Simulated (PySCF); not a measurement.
Molecule: `InChI=1S/C4H8O/c1-2-4-5-3-1/h1-4H2`.

Geometry:
| atom | x (Å) | y (Å) | z (Å) |
| --- | --- | --- | --- |
| C1 | -0.917 | 0.405 | -0.378 |
| C2 | 0.424 | 0.977 | 0.067 |
| C3 | 1.314 | -0.259 | -0.001 |
| O4 | 0.478 | -1.364 | 0.277 |
| C5 | -0.878 | -0.971 | 0.275 |
| H6 | -0.944 | 0.308 | -1.476 |
| H7 | -1.784 | 1.007 | -0.070 |
| H8 | 0.356 | 1.348 | 1.103 |
| H9 | 0.786 | 1.803 | -0.563 |
| H10 | 2.143 | -0.233 | 0.726 |
| H11 | 1.759 | -0.370 | -1.009 |
| H12 | -1.474 | -1.726 | -0.265 |
| H13 | -1.262 | -0.923 | 1.313 |

Spin–spin couplings on one PBE0-D3(BJ)/def2-SVP geometry, PySCF, gas phase, non-relativistic, equivalent pairs averaged (without the spin–dipole term); isotopes $^{13}$C, $^{1}$H; basis pcJ-1.

Reference values (Hz): $^{1}J$(C3,H10) = 144.6 (measured; liquid or solution; Wu and Cremer, Int. J. Mol. Sci. 2003, 4, 158); $^{1}J$(C2,H8) = 132.2 (measured; liquid or solution; Wu and Cremer, Int. J. Mol. Sci. 2003, 4, 158); $^{3}J$(H8,H7) = 8.7 (measured; liquid or solution; Wu and Cremer, Int. J. Mol. Sci. 2003, 4, 158); $^{3}J$(H8,H6) = 6.2 (measured; liquid or solution; Wu and Cremer, Int. J. Mol. Sci. 2003, 4, 158); $^{2}J$(H10,H11) = -8.1 (measured; liquid or solution (compiled); DeVience et al., arXiv:2103.01289 (literature column, mostly SDBS)); $^{2}J$(H8,H9) = -12.0 (measured; liquid or solution (compiled); DeVience et al., arXiv:2103.01289 (literature column, mostly SDBS)).

Task: How do the couplings (Hz) change with the functional? Times are CPU seconds on shared hosts with different chips, so compare them loosely.

Result: 
| functional | functions | $^{1}J$(C3,H10) | $^{1}J$(C2,H8) | $^{3}J$(H8,H7) | $^{3}J$(H8,H6) | $^{2}J$(H10,H11) | $^{2}J$(H8,H9) | mean abs. error | core-s |
| --- | --- | --- | --- | --- | --- | --- | --- | --- | --- |
| HF | 215 | 182.6 | 164.1 | 9.1 | 10.0 | -22.7 | -27.2 | 17.3 | 17 |
| LDA | 215 | 115.1 | 104.9 | 5.5 | 5.8 | -5.6 | -8.3 | 11.1 | 17 |
| PBE | 215 | 137.8 | 125.4 | 6.5 | 7.1 | -7.5 | -11.7 | 2.9 | 22 |
| KT2 | 215 | 146.2 | 131.7 | 7.9 | 9.1 | -10.8 | -16.1 | 2.1 | 24 |
| B3LYP | 215 | 150.7 | 137.0 | 7.1 | 7.7 | -9.1 | -13.0 | 2.6 | 29 |
| PBE0 | 215 | 142.7 | 129.5 | 6.7 | 7.3 | -9.7 | -13.7 | 1.8 | 21 |
| B97-2 | 215 | 136.6 | 123.4 | 6.3 | 6.7 | -8.4 | -11.9 | 3.3 | 21 |
| BHandHLYP | 215 | 162.1 | 146.9 | 7.6 | 8.3 | -12.0 | -16.0 | 7.2 | 23 |
| CAM-B3LYP | 215 | 148.2 | 134.4 | 7.1 | 7.7 | -9.6 | -13.3 | 1.9 | 30 |

Errors compare magnitudes, without vibrational corrections, and the largest couplings weigh most in the mean. Closest: PBE0 and CAM-B3LYP, practically level; furthest: HF.
